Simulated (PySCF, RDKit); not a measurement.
Complex: C2H2 (SMILES C#C) (first 4 atoms) with H2O (SMILES O); geometry from S66by8 set.
(charge 0, multiplicity 1):
```xyz
7

C     -1.244     0.052     0.040
H     -0.179     0.021     0.016
C     -2.456     0.085     0.068
H     -3.517     0.116     0.092
O      2.609    -0.086    -0.068
H      3.179    -0.675     0.429
H      3.181     0.265    -0.753
```

Interaction energies are E(AB) − E(A) − E(B) at the monomers' geometry in the complex; basis-set methods are counterpoise corrected. Rows marked so take none. RDKit's UFF carries no charges.

Rows in 3-21G, 6-311+G**, STO-3G carry no dispersion term and start afresh at each structure.

Programs: PySCF for 3-21G rows, 6-311+G** rows, STO-3G rows; RDKit for the force fields. Each number belongs to the level named beside it.

Task: One of these levels gives -93.8 meV for the interaction energy. Which?
(A) B3LYP/6-311+G** (no counterpoise)
(B) HF/3-21G (no counterpoise)
(C) UFF
(D) HF/STO-3G (no counterpoise)

Result: A, B3LYP/6-311+G** (no counterpoise). The others give -7.8 (UFF), -51.1 (HF/STO-3G (no counterpoise)), -201.1 (HF/3-21G (no counterpoise))
